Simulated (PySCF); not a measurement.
Species: 2-fluoro-2-methylbutane, C₅H₁₁F.
Bonds: C1–C2, C2–C3, C3–C4, C3–C5, C3–F6. Hydrogens: H7, H8, H9 on C1; H10, H11 on C2; H12, H13, H14 on C4; H15, H16, H17 on C5.

Structure optimised with GFN2-xTB, isolated species.

Task: Give the optimised bond lengths and angles.

Result: 
```csv
bond,length (bohr),order
C1–C2,2.882,single
C2–C3,2.898,single
"C3–C4, C3–C5",2.883,single
C3–F6,2.645,single
"C1–H7, C1–H8, C1–H9",2.055,single
"C2–H10, C2–H11",2.063,single
C4–H12 and 5 like bonds,2.054,single
```

Bonds in one row agree within 0.02 bohr and their mean is given. Orders are formal, as drawn. A selection of angles:
```csv
angle,degrees
C2–C1–H7,111.3
C2–C1–H8,109.9
H7–C1–H8,108.2
H7–C1–H9,108.9
C1–C2–C3,113.8
C1–C2–H10,108.8
C3–C2–H10,107.5
H10–C2–H11,108.1
C2–C3–C4,113.3
C2–C3–C5,110.8
C2–C3–F6,107.2
C4–C3–C5,111.2
C4–C3–F6,107.1
C3–C4–H12,110.3
H12–C4–H13,108.2
H12–C4–H14,109.3
```

Dihedral angles: C1–C2–C3–C4 56° (synclinal). The mirror-image conformer, all signs reversed, is as good.

Of the pairs four or more bonds apart, C1···H12 is among the closest relative to their van der Waals radii: 2.76 Å, 95 % of the sum of Bondi's values.

Point group: C1 (no symmetry element, even within 0.4 Å). No GFN2-xTB frequencies stand behind this structure, so it isn't proved a minimum. The numbers are those of one conformer.

All values are computed, not measured.
